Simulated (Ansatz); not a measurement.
Reaction (SMILES): C(Cl)Cl → Cl[CH-]Cl + H+
B3LYP-D3(BJ)/def2-TZVP geometries, fixed; electronic energies without zero-point terms.

Effect of the final integration grid (spheres per factor e of radius in core and valence, angular degree) at PBE/aug-cc-pV(T+d)Z with Ansatz (a program for electronic structure), against the last row, where the deprotonation energy is 381.07 kcal/mol. The default's grid is 13, 11, 36.

| setting | largest shift of a total energy (mEh) | shift of the deprotonation energy (kcal/mol) |
|---|---|---|
| accuracy: medium (default) | 0.000 | 0.000 |
| final_grid: 4, 3, 11 | 3.289 | -2.666 |
| final_grid: 6, 5, 17 | -0.244 | 0.200 |
| final_grid: 8, 7, 23 | 0.007 | 0.001 |
| final_grid: 10, 9, 29 | -0.002 | -0.001 |
| final_grid: 18, 15, 47 | 0.000 | 0.000 |
| final_grid: 26, 22, 59 | 0.000 | 0.000 |

Within 0.3 kcal/mol in the deprotonation energy: accuracy: medium (default); final_grid: 6, 5, 17; final_grid: 8, 7, 23; final_grid: 10, 9, 29; final_grid: 18, 15, 47. The largest shift is 3.289 mEh in a total energy and 2.666 kcal/mol in the difference.
